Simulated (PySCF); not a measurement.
PySCF input (M06-2X/6-31G* (5d)):

```python
from pyscf import gto, dft

mol = gto.M(
    atom='''
    O    -0.12772971   -0.12310551    1.32424015
    C    -0.00559836   -0.01303083    0.05921981
    C     0.07681222    1.30130937   -0.59224654
    C     0.05130217   -1.27018044   -0.69032725
    H    -0.25717763    2.12014548    0.04404421
    H     0.28337974   -2.11713039   -0.04931489
    H    -0.47151742    1.29428595   -1.53586417
    H     1.13164237    1.46417555   -0.85506132
    H     0.74230290   -1.18907807   -1.53062019
    H    -0.94637008   -1.42304853   -1.12830401
    H    -0.19551848    0.72690564    1.80132319
    ''',
    basis='6-31g*',
    charge=1,
    spin=0,
    verbose=4,
)

mf = dft.RKS(mol, xc='m062x')
mf.grids.level = 4
mf.conv_tol = 1e-9
mf.max_cycle = 100
mf.max_memory = 1500
mf.kernel()
if not mf.converged:
    mf = mf.newton()
    mf.kernel(mf.make_rdm1())
mf.dip_moment()
```

**Question.** Predict the final energy.

**Answer.** -193.37471 Eh.
